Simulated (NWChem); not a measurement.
Molecule: CH6Si; SMILES C[SiH3]

All runs: NWChem. Medium grid unless said otherwise, to which SCAN and Minnesota functionals are sensitive. Structure relaxed at the PBE0/def2-SVP level. Hybrids' shares of exact exchange are those that their runs print; pure functionals count as 0. The functionals differ in more than this share.

```csv
row,share of exact exchange,orbital gap (eV)
"LDA (Slater exchange, VWN5)/def2-TZVPD",0.00,7.40
PBE/def2-TZVPD,0.00,7.41
B3LYP/def2-TZVPD,0.20,8.90
PBE0/def2-TZVPD,0.25,9.38
M06-2X/def2-TZVPD,0.54,10.80
Hartree-Fock/def2-TZVPD,1.00,withheld
```

Problem. Fit a straight line of the last column on the one before it, predict the withheld value, and compare with the run.

Solution. 
1. Means of the 5 shown rows: x = 0.198, y = 8.778. Slope Σ(x − x̄)(y − ȳ)/Σ(x − x̄)² = 1.267/0.1981 = 6.395; intercept 7.512.
2. The shown rows scatter about the line by 0.164 (root mean square); the largest residual is +0.27, at PBE0/def2-TZVPD.
3. At x = 1.00 (Hartree-Fock/def2-TZVPD; beyond the shown range) the line gives 13.91.
4. The run gives 14.40, +0.49 from the line, 3.0 times the scatter.
